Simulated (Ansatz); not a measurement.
fcc Sr, treated with r²SCAN50 (Ansatz, a program for electronic structure, PAW).

Numerical settings: plane-wave cutoff 520 eV, 10×10×10 k mesh, Fermi–Dirac smearing 0.05 eV, scalar-relativistic PAW data made under PBE.

Computed at the level's own relaxed cell.

Q: Give the computed equilibrium volume per atom, bulk modulus, equilibrium lattice constant a and pressure derivative B′ of the bulk modulus.

A: 
equilibrium volume per atom: 59.28 Å³/atom
bulk modulus: 12.5 GPa
equilibrium lattice constant a: 6.190 Å
pressure derivative B′ of the bulk modulus: 3.7

Measured, for comparison: equilibrium volume per atom 55.22 Å³/atom, lattice constant a 6.045 Å (low-temperature or extrapolated to 0 K; zero-point anharmonic expansion removed; as tabulated in Csonka et al. (2009), arXiv:0903.4037); bulk modulus 12.5 GPa (corrected for temperature and zero-point phonon effects, our sources range from 12.0 to 12.5; as tabulated in Levämäki et al. (2014), arXiv:1402.3671). Computed (rounded) less measured: equilibrium volume per atom +7.4 %, bulk modulus 0.0 % (0.0 % to +4 % over the range), lattice constant a +2.4 %.
